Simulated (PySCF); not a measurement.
A species of formula C3H4ClF has this rotational fingerprint, computed with PBE0-D3(BJ)/def2-SVP geometry optimisation, gas phase in PySCF:

```
Rotational constants : A = 7184, B = 2759, C = 2183 MHz
Dipole components    : |μa| = 1.39 D, |μb| = 0.80 D, |μc| = 1.15 D
Inertial defect      : -22.01 u·Å²
κ                    : -0.77
```

Question: Which structure is it? (One computed conformer of each.)
A. `[F:1]/[CH:2]=[CH:3]\[CH2:4][Cl:5]` with C2–C3–C4–Cl5 119°
B. `[CH2:1]=[CH:2][C@H:3]([F:4])[Cl:5]` with C1–C2–C3–F4 0°
C. `[C@H]1(F)[C@H](C1)Cl`
D. `C/C(Cl)=C\F`

Answer: B. It is C=C[C@H](F)Cl, an asymmetric top, point group C1. The candidates at the same level (rigid rotor, commonest isotopes):

| SMILES | A (MHz) | B (MHz) | C (MHz) | μa (D) | μb (D) | μc (D) | Δ (u·Å²) | point group | rotor |
| --- | --- | --- | --- | --- | --- | --- | --- | --- | --- |
| F[C@@H]1C[C@@H]1Cl | 7014 | 3120 | 2462 | 1.14 | 2.17 | 0.83 | -28.72 | C1 | asymmetric top |
| C/C(Cl)=C\F | 7796 | 2445 | 1883 | 0.08 | 0.44 | 0.00 | -3.18 | Cs | asymmetric top |
| C=C[C@H](F)Cl | 7184 | 2759 | 2183 | 1.39 | 0.80 | 1.15 | -22.01 | C1 | asymmetric top |
| F/C=C\CCl | 11334 | 1756 | 1665 | 1.34 | 1.36 | 0.67 | -28.84 | C1 | near-prolate asymmetric top |

`C/C(Cl)=C\F` has C 14 % too low; `F[C@@H]1C[C@@H]1Cl` has B 13 % too high; `F/C=C\CCl` has A 58 % too high. No structure here is proved a minimum.
